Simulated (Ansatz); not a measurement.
Input file:

```yaml
crystal:
  periodic: [false, false, false]
  atoms:
    - {symbol: Na, position_ang: [0.000000, 0.000000, 2.373133]}
    - {symbol: Mg, position_ang: [0.000000, 0.000000, -0.312867]}
    - {symbol: H, position_ang: [0.000000, 0.000000, -2.060267]}
basis:
  gaussian: {orbitals: cc-pVDZ}
magnetization: {spin_polarized: false}
hamiltonian: {xc: {name: PBE0}}
correlation: {method: ccsd_t, electrons: outside_noble_gas}
accuracy: high
scf: {lower_state_search: light}
```

```sh
$ ansatz run in.yaml --threads 1 --pin off --events-out ev --progress --plain --max-ram 2393MiB
```

Log:

```
805 factors; integrals over basis functions are off by at most 2.9e-9 eV
mean field evaluation 1: about -9869.5005 eV, gradient 1.0e1 eV
mean field evaluation 2: about -9869.5072 eV, gradient 1.0e1 eV
mean field evaluation 4: about -9870.2757 eV, gradient 6.5e-1 eV
mean field evaluation 8: about -9870.2793 eV, gradient 1.4e-3 eV
mean field evaluation 16: about -9870.2793 eV, gradient 1.6e-8 eV
mean field -9870.27926698 eV, -362.7260727461 hartree, gradient 1.4e-8 eV, S^2 0.000000; 0 other end points of the search recorded, 0 dependent functions left out
10 core orbitals not correlated: weight in the atoms' cores, before any rotation towards them, 1.000 or more for the frozen orbitals, at most 0.000 for the correlated occupied ones
reference -9850.70938727 eV, -362.0068929316 hartree; 2, 2 occupied and 29, 29 virtual orbitals, 805 factors
second order -1.26603799 eV of doubles, -0.03864994 eV of singles
cycle   1  -1.61137416 eV  change   -3.1e-1 eV  update   6.7e-2
cycle   2  -1.77844644 eV  change   -1.7e-1 eV  update   3.1e-2
cycle   3  -1.79069376 eV  change   -1.2e-2 eV  update   9.9e-3
cycle   4  -1.79046589 eV  change    2.3e-4 eV  update   4.4e-3
cycle   5  -1.79099073 eV  change   -5.2e-4 eV  update   1.3e-3
...
cycle  17  -1.79097083 eV  change   -2.3e-9 eV  update   3.0e-8
cycle  18  -1.79097084 eV  change   -6.5e-9 eV  update   2.1e-8
cycle  19  -1.79097075 eV  change    9.2e-8 eV  update   1.6e-7
cycle  20  -1.79097068 eV  change    6.2e-8 eV  update   7.8e-8
cycle  21  -1.79097066 eV  change    2.2e-8 eV  update   2.7e-8
cycle  22  -1.79097066 eV  change    4.6e-9 eV  update   8.3e-9
cycle  23  -1.79097066 eV  change  -5.5e-10 eV  update   3.2e-9
cycle  24  -1.79097066 eV  change  -6.6e-10 eV  update   1.6e-9
cycle  25  -1.79097066 eV  change  -4.2e-10 eV  update  6.9e-10
cycle  26  -1.79097066 eV  change  -5.9e-11 eV  update  2.1e-10
perturbative correction -0.02300871 eV, -0.0008455545 hartree
Total energy: -9852.52336664 eV, -362.0735554439 hartree
```

Ran on 1 thread of Arm Neoverse N1, shared host: 6 s wall, 0.13 GiB peak host memory.
